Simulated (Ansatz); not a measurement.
```yaml
crystal:
  periodic: [false, false, false]
  atoms:
    - {symbol: Na, position_ang: [-1.443649, -0.678795, 0.183392]}
    - {symbol: Na, position_ang: [1.347883, 0.125845, 0.863817]}
    - {symbol: Cl, position_ang: [0.095757, 0.552950, -1.047209]}
basis:
  gaussian: {orbitals: cc-pVTZ}
magnetization: {spin_polarized: false, initial_magnetization: 1}
hamiltonian: {xc: {name: PBEsol}}
output: {forces: true}
```

```sh
$ ansatz run in.yaml --threads 4 --pin off --events-out ev --progress --plain --max-ram 3916MiB
```

Output, abridged:

```
Functional definition: PBEsol
801 factors; their error is unknown
mean field evaluation 1: about -21305.0899 eV, gradient 2.3e1 eV
mean field evaluation 2: about -21300.6746 eV, gradient 4.5e1 eV
mean field evaluation 4: about -21306.8561 eV, gradient 2.1e0 eV
mean field evaluation 8: about -21306.8687 eV, gradient 2.0e-2 eV
mean field evaluation 16: about -21305.0630 eV, gradient 2.3e1 eV
mean field evaluation 32: about -21305.7761 eV, gradient 2.5e0 eV
mean field -21306.84248855 eV, -783.0120191575 hartree, gradient 7.4e-5 eV, S^2 0.750000; 3 other end points of the search recorded, 0 dependent functions left out
reference -21306.84254302 eV, -783.0120211595 hartree; 20, 19 occupied and 82, 83 virtual orbitals, 801 factors
Total energy: -21306.84254302 eV, -783.0120211595 hartree
Atom 0 at    -1.443649    -0.678795     0.183392 Å, force    -0.897939    -0.627789     0.533003 eV/Å
Atom 1 at     1.347883     0.125845     0.863817 Å, force     0.762634    -0.148639     0.936740 eV/Å
Atom 2 at     0.095757     0.552950    -1.047209 Å, force     0.135305     0.776427    -1.469743 eV/Å
Dipole moment:    -0.026585    -0.153266     0.290229 e Å
```

It took 6 s on 4 threads of Arm Neoverse V1 on a shared host.

With spin_polarized false and unpaired electrons the run is restricted open-shell.
